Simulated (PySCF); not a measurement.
**From a raw peak list to a structure**

Formula C3H3FN2. The spectrum was simulated from the full spin Hamiltonian at 600 MHz with 0.6 Hz Lorentzian lines, from shifts rounded to 0.01 ppm and J to 0.1 Hz, couplings under 1 Hz left out. Exchangeable protons (1H) are left uncoupled and out of the list.

Maxima in ppm (height), grouped by integral:
1H: 7.284 (100), 7.276 (100)
1H: 7.134 (100), 7.126 (100)

¹³C{¹H} NMR (computed): δ 163.9 (C, d, J = 317.1 Hz), 130.7 (CH, d, J = 9.0 Hz), 114.4 (CH, d, J = 25.4 Hz).

Method: geometry: PBE0-D3(BJ)/def2-SVP, spin–spin couplings from B3LYP/pcJ-1, shieldings: GIAO PBE/pcSseg-2, in PySCF 2.14 (no solvent, non-relativistic, one conformer).

Chemical shifts δ = σref − σ; ¹H (σ = 31.18 ppm), ¹³C (σ = 179.39 ppm) vs TMS, all at this level.

**Question.** Analyse the multiplets.

**Answer.** ¹H NMR (600 MHz, computed): δ 8.89 (br s, 1H), 7.28 (d, J = 4.5 Hz, 1H), 7.13 (d, J = 5.1 Hz, 1H). These are first-order names from the parameters used; overlap and second-order distortion can hide them in the list.

**Question.** What is the compound?

**Answer.** `InChI=1S/C3H3FN2/c4-3-1-5-6-2-3/h1-2H,(H,5,6)`.

Atoms are numbered as in `[F:1][c:2]1[cH:3][n:4][nH:5][cH:6]1`. Each H is labelled by its parent atom.

- δ 8.89: H(N5), hydrogen on a pyrrole-type ring nitrogen.
- δ 7.28: H(C3), hydrogen on an aromatic CH next to a ring nitrogen, coupled to F1 (4.5 Hz).
- δ 7.13: H(C6), hydrogen on an aromatic CH next to a ring nitrogen, coupled to F1 (5.1 Hz).

This is the structure that produced the data.

The OH or NH signal is concentration- and solvent-dependent in practice; the value given is the gas-phase one. Common functionals overestimate the size of one-bond C–F couplings by tens of Hz; these are unscaled. Multiplet labels drop couplings under 1 Hz and merge nearly equal ones. Shifts are as computed, not scaled to solution data. Of 1211 compounds with measured shifts, 218 miss one by over three times the rms of a fit or turn the order of signals round; such compounds aren't used in these exercises. Couplings to exchangeable protons are dropped.
